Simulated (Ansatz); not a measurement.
# BN+ (doublet): the correlation ladder at distance B1–N2 = 1.966 Å, cc-pVDZ

The task here is to estimate one member of a computed series from the others.

Method: cc-pVDZ, core rule «outside noble gas», up to 2 orbitals frozen; program: Ansatz 0.2.0, Gaussian basis.

Plan: UHF; CCSD(T) on ROHF; CCSD(T) on UHF; BCCD(T) on ROHF; CISD; CCSDT(Q) on ROHF; CCSDT(Q) on UHF; CASSCF and MRCISD+Q, 3 electrons in 3 orbitals; CASSCF and NEVPT2, 3 electrons in 3 orbitals; CASSCF and MRCISD+Q, 7 electrons in 8 orbitals; CASSCF and NEVPT2, 7 electrons in 8 orbitals; Full CI; Full CI in the symmetry of the determinant.

24 further runs of the same task are left out: 20 that didn't finish, 4 set aside as unsound or not needed.

**The geometry**

The geometry derives from a PBE0/def2-TZVP stationary point (not a proven minimum). One bond is set to the value named and the two fragments are kept rigid.

2 atoms, charge 1, spin multiplicity 2.

Atoms are counted from 1 here; the program's logs count them from 0.

No contacts short enough for the rule that draws bonds.

Set-up of the first run:

Contents of in.yaml:

```yaml
crystal:
  periodic: [false, false, false]
  atoms:
    - {symbol: B, position_ang: [0.000000, 0.000000, 0.000000]}
    - {symbol: N, position_ang: [0.000000, 0.000000, 1.966000]}
basis:
  gaussian: {orbitals: cc-pVDZ}
total_charge: 1
magnetization: {spin_polarized: true, initial_magnetization: 1}
hamiltonian: {xc: hf}
output: {orbitals: {seedname: orbitals}}
```

Launch:

```sh
$ ansatz run in.yaml --threads 1 --pin off --events-out ev --progress --plain --max-ram 2393MiB
```

Steps of the session up to this table: UHF; CCSD(T) on ROHF; CCSD(T) on UHF; BCCD(T) on ROHF; CISD; CCSDT(Q) on ROHF; CCSDT(Q) on UHF; CASSCF and MRCISD+Q, 3 electrons in 3 orbitals; CASSCF and NEVPT2, 3 electrons in 3 orbitals; CASSCF and MRCISD+Q, 7 electrons in 8 orbitals; CASSCF and NEVPT2, 7 electrons in 8 orbitals; Full CI; Full CI in the symmetry of the determinant.

One of the session's tables, all rows but one given; the rest of the session is left out.

| method | from FCI (kcal/mol) |
| --- | --- |
| CASSCF pair | +107.74 |
| NEVPT2 pair | +27.05 |
| MRCISD pair | +10.06 |
| MRCISD+Q pair | -0.42 |
| CASSCF valence | +64.18 |
| NEVPT2 valence | ? |
| MRCISD valence | +3.49 |
| MRCISD+Q valence | +1.13 |
| FCI | 0 |

Q: Estimate the row for NEVPT2 valence from the others.

**Answer.** from FCI (kcal/mol): +13.13. In the column «from FCI (kcal/mol)» it lies between MRCISD pair (+10.06) and NEVPT2 pair (+27.05).

Among the levels timed on like hardware and quicker than the yardstick, those that no quicker one beats, quickest first: NEVPT2 pair (1.1 s, +27.05 kcal/mol); MRCISD+Q pair (1.4 s, -0.42 kcal/mol).

Left out of the table: ROHF, UHF, RMP2, UMP2, CISD, RCCSD, UCCSD, RCCSD(T), UCCSD(T), BCCD(T), RCCSDT, UCCSDT, RCCSDT(Q), UCCSDT(Q) (another determinant or state than the rows shown).

Caveats from the session: The determinant is far from a pure spin state, so its energy mixes those of several spin states (harmless only where they are near-degenerate, as at dissociation). The report flags that the cluster equations may have other roots. The yardstick is full CI for this spin, exact in this basis with these frozen cores. MRCISD+Q pair falls below full CI: the +Q correction isn't variational, and the cores differ from full CI's. With 3.1 effectively unpaired electrons against 1 the state is strongly multireference. Of the multireference levels listed MRCISD+Q pair comes nearest in total energy (-0.42 kcal/mol), which doesn't show that its space is the better one. Warnings in the runs' records: large difference, lower state, other roots.
